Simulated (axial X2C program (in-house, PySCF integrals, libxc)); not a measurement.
AlO⁺: properties at the nuclei

Calculated with an in-house all-electron X2C program for linear molecules (integrals from PySCF): two-component X2C with atomic mean-field Coulomb and Gaunt terms, Gaussian nuclei, basis Al dyall-v3z, O dyall-av3z with contracted cores.

R = 1.745 Å (near the PBE0 minimum at charge 1 of the determinant lowest at the starting distance; the state shown can have its own minimum elsewhere).

Determinant lowest in the PBE0 search, Ω = 2 (⟨Sz⟩ = 1.00, ⟨Lz⟩ = 1.00 at PBE0), spin on the atoms Al 0.38, O 0.62:

| level | Eeff magnitude (GV/cm) | Ws magnitude Al (kHz) | A∥/gI Al (MHz) | qzz Al (a.u.) | A∥/gI O (MHz) | qzz O (a.u.) |
| --- | --- | --- | --- | --- | --- | --- |
| PBE0 | 0.211 | 0.0383 | 356 | -0.99 | 176 | -0.47 |
| HF | 0.243 | 0.0434 | 384 | -1.23 | 188 | -0.53 |
| BP86 | 0.198 | 0.0362 | 360 | -0.92 | 171 | -0.53 |
| PBE | 0.196 | 0.0358 | 348 | -0.91 | 175 | -0.50 |
| PBE50 | 0.223 | 0.0403 | 369 | -1.07 | 178 | -0.47 |

Eeff is the effective electric field on the electron electric dipole moment in this Ω state and Ws the scalar–pseudoscalar constant of the nucleus named (defined with the proton number Z and per Ω); A∥ (defined per Ω) follows by multiplying with gI = μI/(I μN); qzz is the electric field gradient, eQq0 = 234.96 MHz × Q/barn × qzz. The operators were transformed with the bare-nucleus X2C matrices; with these basis sets, hyperfine constants and field gradients can be off by tens of per cent, and where levels differ in sign neither size nor sign is settled.

(1) With gI(27Al) = 1.4566, Q(27Al) = 0.1466 barn, gI(17O) = -0.7575, Q(17O) = -0.02558 barn (g factors from the IAEA table of nuclear moments by Stone; Q from Pyykkö, Mol. Phys. 2018), turn the PBE0 values of the first state into constants in MHz.

Each state is one determinant with collinear spin, which with several unpaired electrons need not be a pure state. Unrestricted Hartree–Fock can overshoot spin polarisation at the nuclei. With several open shells hyperfine constants can be off by a factor of several. Open-shell Ω = 0 determinants with evenly filled partner blocks cannot be reached by this program, so the Ω shown need not be the lowest component. States lie within half an eV, so the first need not be the ground state. Further determinants of the search, some of them spin-mixed, are not shown.

Answers

(1) A∥(27Al) = 356 × 1.4566 = 519 MHz; eQq0(27Al) = 234.96 × (0.1466) × (-0.99) = -34.1 MHz; A∥(17O) = 176 × -0.7575 = -133 MHz; eQq0(17O) = 234.96 × (-0.02558) × (-0.47) = 2.82 MHz.
